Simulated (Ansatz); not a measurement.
**C₂H₅Si radical: a ladder of functionals and wavefunction methods**

How much do the methods differ for C₂H₅Si radical? The plan is to run it at one geometry with functionals of several rungs and with coupled cluster. The yardstick is the atomisation energy at the CCSD(T) limit.

Program: Ansatz 0.2.0, Gaussian basis. Level of theory: functionals in def2-TZVPP, the program's frozen cores in correlated methods. These are calculated values, not measurements.

Levels to be run: LDA (SPW92), PBE-D4, revPBE-D4, BLYP-D4, r2SCAN-D4, B97M-V, PBE0-D4, B3LYP-D4, r2SCANh-D4, r2SCAN0-D4, HSE06-D4, BHLYP-D4, CAM-B3LYP-D4, LC-ωPBE, ωB97X-V, ωB97M-V, B2PLYP, PBE-QIDH; CCSD(T)/def2-SVP; CCSD(T)/def2-TZVPP; MP2/def2-QZVPP; extrapolation to the limit; RPA on PBE.

### Step 1. Structure used throughout

An earlier PBE0-D4 in a triple-zeta def2 set relaxation fixed the geometry.

SMILES `C=C[SiH2]`, 8 atoms, charge 0, spin multiplicity 2.

Atoms are counted from 1 here; the program's logs count them from 0.

Bond lengths: C1–C2 1.338 Å, C1–H4 1.086 Å, C1–H5 1.086 Å, C2–Si3 1.837 Å, C2–H6 1.089 Å, Si3–H7 1.488 Å, Si3–H8 1.487 Å. Angles: C2–C1–H4 121.8°, C2–C1–H5 122.0°, H4–C1–H5 116.2°, C1–C2–Si3 124.1°, C1–C2–H6 118.0°, Si3–C2–H6 117.8°, C2–Si3–H7 112.1°, C2–Si3–H8 113.3°, H7–Si3–H8 112.2°.

### Step 2. LDA

This LDA is Slater exchange with PW92 correlation.

in.yaml

```yaml
crystal:
  periodic: [false, false, false]
  atoms:
    - {symbol: C, position_ang: [-0.408592, 0.930223, -0.877907]}
    - {symbol: C, position_ang: [-0.357729, 0.348917, 0.326561]}
    - {symbol: Si, position_ang: [0.886379, -0.913491, 0.807621]}
    - {symbol: H, position_ang: [0.266232, 0.644939, -1.679888]}
    - {symbol: H, position_ang: [-1.128955, 1.708378, -1.111654]}
    - {symbol: H, position_ang: [-1.056658, 0.689200, 1.089165]}
    - {symbol: H, position_ang: [1.531546, -1.544062, -0.375104]}
    - {symbol: H, position_ang: [0.359978, -1.921203, 1.765406]}
basis:
  gaussian: {orbitals: def2-TZVPP}
magnetization: {spin_polarized: true, initial_magnetization: 1}
hamiltonian: {xc: lda}
output: {orbitals: {seedname: orbitals}}
```

The runs that follow: PBE-D4 (GGA); revPBE-D4 (GGA); BLYP-D4 (GGA); r2SCAN-D4 (meta-GGA); B97M-V (meta-GGA); PBE0-D4 (hybrid); B3LYP-D4 (hybrid); r2SCANh-D4 (hybrid); r2SCAN0-D4 (hybrid); HSE06-D4 (hybrid); BHLYP-D4 (hybrid); CAM-B3LYP-D4 (range-separated); LC-ωPBE-D4 (range-separated); ωB97X-V (range-separated); ωB97M-V (range-separated); B2PLYP (double hybrid); PBE-QIDH (double hybrid); CCSD(T) in def2-SVP; CCSD(T) in def2-TZVPP; MP2 in def2-QZVPP; RPA on PBE orbitals.

**Question.** What will the summary of the whole plan be? Wanted: atomisation energy, CCSD(T)/CBS; farthest beyond LDA; mean size of error, GGA; mean size of error, meta-GGA; mean size of error, hybrid; mean size of error, range-separated; mean size of error, double hybrid; gap, smallest and largest; T1 diagnostic.

The runs gave:

```
                               quantity                                                                            value
        atomisation energy, CCSD(T)/CBS                                                                    2834.4 kJ/mol
 functionals within 14.2 kJ/mol (0.5 %)  revPBE-D4, BLYP-D4, r2SCANh-D4, r2SCAN0-D4, LC-ωPBE, ωB97X-V, ωB97M-V, PBE-QIDH
                    farthest beyond LDA                                                            PBE-D4 (+55.1 kJ/mol)
                mean size of error, GGA                                                                      22.2 kJ/mol
           mean size of error, meta-GGA                                                                      25.3 kJ/mol
             mean size of error, hybrid                                                                      20.5 kJ/mol
    mean size of error, range-separated                                                                      11.1 kJ/mol
      mean size of error, double hybrid                                                                      13.7 kJ/mol
              gap, smallest and largest                                         1.03 eV (LDA (SPW92)), 8.27 eV (LC-ωPBE)
                          T1 diagnostic                                                                           0.0318
triples share of the correlation energy                                                                            4.1 %
```

**Reading.** The LDA atomisation energy is off by 367.6 kJ/mol (13 %): it overbinds. PBE-D4 is off by +55.1 kJ/mol. Double hybrids carry the basis error of their MP2 part in triple zeta, and no dispersion term here, so their miss is partly the set-up's. The rungs range-separated, double hybrid miss on average by less than the doubt on the reference (14.2 kJ/mol), so they tie. Misses under about 14.2 kJ/mol are within the doubt on the reference itself, which lacks core-valence correlation, relativity and higher excitations. Hartree-Fock recovers 76 % of the binding; the rest is correlation. CCSD(T) in def2-SVP is off by -131.4 kJ/mol, which most functionals beat. Orbital gaps span 1.0 to 8.3 eV; exact exchange widens them. The UHF reference is spin-contaminated (⟨S²⟩ = 0.90 against 0.75).
